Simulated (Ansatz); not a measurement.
# FNa: a ladder of basis sets

Program: Ansatz 0.2.0 through its Python package.

`fna.xyz`
```text
2

Na    0.00000    0.00000    0.00000
F     0.00000    0.00000    2.19000
```

The cells in order, each with its output:

```python
import ansatz

molecule = ansatz.Crystal.molecule_from_extxyz("fna.xyz")
```

```python
model = molecule.calculation().functional("hf")
```

```python
energies = {}
for basis in ["aug-cc-pVDZ", "aug-cc-pVTZ"]:
    summary = model.basis(gaussian=basis).run(threads=1).report
    size = summary["n_frozen"] + summary["n_occupied"][0] + summary["n_virtual"][0]
    energies[basis] = (summary["reference_energy_ev"] / 27.211386246, summary["free_energy_ev"] / 27.211386246)
    print(f"{basis:14s} {size:4d} orbitals  reference {energies[basis][0]:14.6f} Ha  total {energies[basis][1]:14.6f} Ha")
```

    aug-cc-pVDZ      50 orbitals  reference    -261.332432 Ha  total    -261.332432 Ha
    aug-cc-pVTZ      96 orbitals  reference    -261.361352 Ha  total    -261.361352 Ha

```python
last = energies["aug-cc-pVTZ"][1]
for basis, (_, total) in energies.items():
    print(f"{basis:14s} lies {27.211386 * (total - last):9.4f} eV above aug-cc-pVTZ")
```

    aug-cc-pVDZ    lies    0.7870 eV above aug-cc-pVTZ
    aug-cc-pVTZ    lies    0.0000 eV above aug-cc-pVTZ

Against aug-cc-pVDZ: aug-cc-pVTZ -28.9 mHa. The last step alone is -28.92 mHa.

What to keep in mind:
- The drop along the ladder measures the basis error, and is no property of the molecule.
- The geometry is a force-field or estimated start, not a minimum of this method, and the last set is no limit. Much of the fall in a total is atomic energy, which cancels in bond and reaction energies.
- Run time: 0.9 s on 1 thread of Arm Neoverse V1, on a shared host, peak memory 0.18 GiB.
